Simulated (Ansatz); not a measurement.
# H2O2Si: the cost of one run

All numbers are computed with Ansatz 0.2.0 through its Python package. Level of theory: MP2/def2-SVPD.

### Step 1. The structure

Bond lengths: O1–Si2 1.591 Å, Si2–O3 1.639 Å, O1–H4 1.030 Å, O3–H5 1.003 Å. Angles: O1–Si2–O3 106.1°, Si2–O1–H4 113.7°, Si2–O3–H5 117.0°.

No structure file is read: the coordinates are typed or built in the script.

### Step 2. Script

Contents of run_dimer.py:

```python
# -*- coding: utf-8 -*-
import logging
import sys

import ansatz

logging.basicConfig(stream=sys.stdout, format="%(name)s: %(message)s")
logger = logging.getLogger("h2o2si")
logger.setLevel(logging.INFO)

SETTINGS = {
    "basis": "def2-SVPD",
    "method": "MP2",
}

FIRST = [
    ("O", (-1.4882, -0.1422, -0.2509)),
    ("Si", (-0.2286, -0.7135, 0.5363)),
    ("O", (1.0476, 0.2101, 0.0847)),
    ("H", (-1.2731, 0.676, -0.8378)),
    ("H", (1.9423, -0.0305, 0.4678)),
]
SECOND = [
    ("O", (1.1974, -5.077, 0.0297)),
    ("Si", (0.5389, -3.7775, -0.6108)),
    ("O", (-0.1693, -4.2664, -2.0055)),
    ("H", (1.0318, -5.9356, -0.5139)),
    ("H", (-0.6144, -3.5612, -2.562)),
]

def energy(atoms, ghosts=()):
    molecule = ansatz.Crystal.molecule()
    for symbol, xyz in atoms:
        molecule = molecule.atom(symbol, xyz)
    calc = (
        molecule.calculation()
        .basis(gaussian=SETTINGS["basis"])
        .correlation(SETTINGS["method"])
    )
    deck = calc.input()
    if ghosts:
        deck = deck.set(ansatz.key.basis.gaussian.ghost_atoms, [{"symbol": s, "position_ang": list(xyz)} for s, xyz in ghosts])
    return ansatz.Session.from_dict(deck).plan().execute().report["free_energy_ev"]

both = energy(FIRST + SECOND)
alone = energy(FIRST) + energy(SECOND)
ghosted = energy(FIRST, SECOND) + energy(SECOND, FIRST)
logger.info(f"dimer {both:.6f} eV")
logger.info(f"interaction, uncorrected   {23.060548 * (both - alone):8.3f} kcal/mol")
logger.info(f"interaction, counterpoise  {23.060548 * (both - ghosted):8.3f} kcal/mol")
logger.info(f"basis-set superposition    {23.060548 * (alone - ghosted):8.3f} kcal/mol")
```

### Step 3. Launch

Run with:

```console
$ python run_dimer.py
```

Q: Estimate wall time and peak memory on 1 thread of Arm Neoverse V1, shared host.

About 18 s, with a peak of 0.49 GiB.
